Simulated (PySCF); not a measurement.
Gas-phase reaction: 2 Al + 3 C3H6 (cyclic) → 2 Al(CH3)3 + 3 C

Energies from PySCF, thermal terms from the rigid-rotor harmonic-oscillator model, ideal gas at 1 bar. † marks an energy on the PBE0/def2-TZVP geometry and frequencies; other levels use their own. Open shells (unrestricted): Al (multiplicity 2), C (multiplicity 3); the rest are closed-shell singlets. Spin-orbit splitting is ignored; it lowers the true energy and changes the entropy of Al, C. B3LYP is the form with VWN-RPA correlation.

B3LYP/def2-TZVP† gives ΔH°(298 K) = 1210 kJ.

**Question.** What do PBE0/def2-TZVP, PBE0/def2-SVP†, BLYP/def2-TZVP† give?

**Answer.** PBE0/def2-TZVP: 1303 kJ; PBE0/def2-SVP†: 1357 kJ; BLYP/def2-TZVP†: 1221 kJ. For scale, ΔH°(298 K) is 1210 kJ at this level, 1207 kJ at ωB97M-V/def2-TZVP†, and runs from 781 to 1562 kJ over the 18 levels computed.
